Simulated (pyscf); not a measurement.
**Insertion: BH [singlet] + CH₄ → H₂B–CH₃**

Gas phase, singlet surface, charge 0. Bonds broken: C3–H4. Bonds formed: B1–C3, B1–H4. Single points on ωB97X-D3(BJ)/def2-SVP structures (PySCF, gas phase). Correlated levels are frozen-core, on RHF or UHF. ΔMP2 is the change of the MP2 total energy from the triple- to the quadruple-zeta basis.

Transition state (Å):

```xyz
7

B      0.2598    -0.7588    -0.3143
H      0.2215    -0.4661    -1.5274
C      0.1255     0.6896     0.7282
H      0.1288     0.5580    -0.6005
H      1.0333     0.5618     1.3333
H      0.0189     1.7731     0.4993
H     -0.7336     0.3901     1.3438
```

One imaginary mode, 828i cm⁻¹; descent along it reached the two sides named.

```tsv
bond	change	reactant side (Å)	saddle	product side
C3–H4	breaks	1.098	1.335	2.442
B1–C3	forms	3.2	1.790	1.565
B1–H4	forms	3.5	1.354	1.212
```

Electronic energies relative to the separated reactants (kcal/mol):

| level | barrier | reaction energy | reverse barrier |
|---|---|---|---|
| ωB97X-D3(BJ)/def2-TZVP | 19.0 | -88.2 | 107.2 |
| PBE/def2-TZVP | 8.0 | -90.5 | 98.4 |
| r²SCAN/def2-TZVP | 9.7 | -92.8 | 102.5 |
| B3LYP-D3(BJ)/def2-TZVP | 18.1 | -87.4 | 105.5 |
| PBE0-D3(BJ)/def2-TZVP | 11.5 | -91.6 | 103.2 |
| M06-2X/def2-TZVP | 18.6 | -87.3 | 105.8 |
| ωB97M-D3(BJ)/def2-TZVP | 19.3 | -85.7 | 104.9 |
| HF/def2-TZVP | 41.4 | -77.5 | 118.8 |
| MP2/def2-QZVPP | 19.2 | -88.6 | 107.7 |
| CCSD/def2-TZVPP | 27.1 | -79.4 | 106.5 |
| CCSD(T)/def2-TZVPP | 23.8 | -80.5 | 104.2 |
| CCSD(T)/def2-TZVPP + ΔMP2(QZVPP) | 22.9 | -81.2 | 104.1 |

With CCSD(T)/def2-TZVPP + ΔMP2(QZVPP) energies and thermal terms (ideal gas, 1 atm, RRHO with modes under 100 cm⁻¹ raised to 100, one conformer, R ln 2 for rigid chiral ones), in kcal/mol:

```csv
T (K),ΔH‡,ΔG‡,ΔH,ΔG
298,22.3,30.1,-79.2,-71.3
600,22.1,38.2,-79.2,-63.2
900,22.4,46.2,-78.6,-55.4
1200,22.8,54.1,-77.8,-47.7
```

This is the saddle that the search found; another between the same sides may lie lower. The CCSD(T) − MP2 part came from Ansatz, without density fitting, on the same reference.
